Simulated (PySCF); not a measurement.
**Spin-Hamiltonian simulation**

Molecule: `[H]/N=C\C(=C)F`, C3H4FN.

Geometry (Å), atoms numbered from 1 in this order:
```xyz
9

C    -1.287   -0.201   -0.388
C    -0.224    0.602   -0.339
F    -0.330    1.889   -0.677
C     1.155    0.248    0.064
N     1.603   -0.876    0.442
H    -2.260    0.177   -0.704
H    -1.196   -1.252   -0.112
H     1.851    1.101    0.015
H     0.863   -1.588    0.446
```

How the numbers were obtained: PBE0/pcSseg-1 with gauge-including orbitals, couplings computed with B3LYP/pcJ-1, coordinates at the PBE0-D3(BJ)/def2-SVP level, in PySCF (one computed conformer, no relativistic terms, no solvent model).

Referencing at the same level of theory: TMS for 1H (σref 31.27).

The 4-spin Hamiltonian (Zeeman plus full scalar coupling among like nuclei) was diagonalised exactly; lines are Lorentzian, 0.5 Hz wide, and the maxima above 3 % are listed with the tallest set to 100.

Peak list at 600 MHz for the spins F3/H6/H7/H8:
Hz from δ = 0 (height): 4641.9 (30), 4641.6 (30), 4640.6 (31), 4640.3 (31), 4635.9 (40), 4633.9 (39), 3082.4 (6), 3079.1 (100), 3077.7 (43), 3074.1 (6), 3069.2 (20), 3067.3 (20), 3065.6 (26), 3063.7 (25), 3042.1 (44), 3038.5 (34)

**Question.** Extract the chemical shifts and coupling constants behind this pattern (give the signs of the calculation).

**Answer.** 
Shifts (ppm): F3 -106.2, H6 5.12, H7 5.10, H8 7.73.
Couplings (Hz): F3–H6: 11.4; F3–H7: 39.3; F3–H8: 6.2; H6–H7: -3.6; H6–H8: 1.9; H7–H8: -0.2.
These are the parameters used. A line list fixes at most the relative signs, and those only where coupling is strong; other parameter sets or atom labellings may fit too, and couplings well below the line width leave little trace.

The OH or NH signal is concentration- and solvent-dependent in practice; the value given is the gas-phase one.
